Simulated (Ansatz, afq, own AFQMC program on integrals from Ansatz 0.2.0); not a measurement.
## Where AFQMC and coupled cluster stand for AlNH$_{3}$, quartet

```xyz
5

Al   -1.0637    0.0000    0.0000
H    -1.8566    1.3734    0.0000
H    -1.8566   -1.3734    0.0000
H     0.8203    0.0000    0.0000
N     2.2573    0.0000    0.0000
```

Connectivity, by distances: AlH3 ··· N.

Basis cc-pVTZ. Noble-gas cores (and the filled d shells of Ga–Kr and In–Xe) are frozen. Ansatz 0.2.0 and our own AFQMC program on the same integrals; the CISD trial comes from CCSD amplitudes, and released means the phaseless constraint is let go. Uncertainties: one standard error, sampling alone.

Determinant: UHF, the one that the program's search chose, which needn't be the lowest solution. The geometry is a point of a scan.

No full CI on the walks' own integrals is used here; CCSDT(Q) serves as the reference and is uncertain by about the last step of the cluster series.

Cautions: lower spins were not checked; unrestricted determinant slightly spin contaminated (⟨S²⟩ 3.81 against 3.75).

```
T1 diagnostic                               : 0.0206
weight of the determinant in the CISD state : 0.881
⟨S²⟩ of the determinant                     : 3.812
size of the correlated space                : 11 electrons in 100 orbitals
```

| level | correlation energy (eV) |
| --- | --- |
| MP2 | -5.5909 |
| CCSD | -6.7412 |
| CCSD(T) | -6.9156 |

Q: Estimate where phaseless AFQMC with the Hartree–Fock trial lies against CCSD(T) on the same integrals.

A: 2.73 ± 0.99 mEh below CCSD(T).

Reference: CCSDT(Q), correlation energy -6.956 eV. The released energy is read at 2.40 1/Eh (meV from the phaseless value at times in 1/Eh: -3 ± 5 at 0.24, -12 ± 5 at 0.51, -11 ± 5 at 0.99, -11 ± 4 at 1.62, -12 ± 5 at 2.40).

```
         level  E − E(reference) (mEh)  share of correlation (%)
       CCSD(T)                    1.50                     99.41
         CCSDT                    0.25                     99.90
   ph-AFQMC/HF            -1.23 ± 0.99                    100.48
 ph-AFQMC/CISD             0.48 ± 0.18                     99.81
released AFQMC             0.05 ± 0.20                     99.98
```

A walk keeps the symmetry of its determinant, which the program's search chose and which needn't be the lowest solution, so a lower state of the same spin and another symmetry isn't excluded. Released energies are given only where the last usable release times agree within the noise; a slower fall can still hide under it.
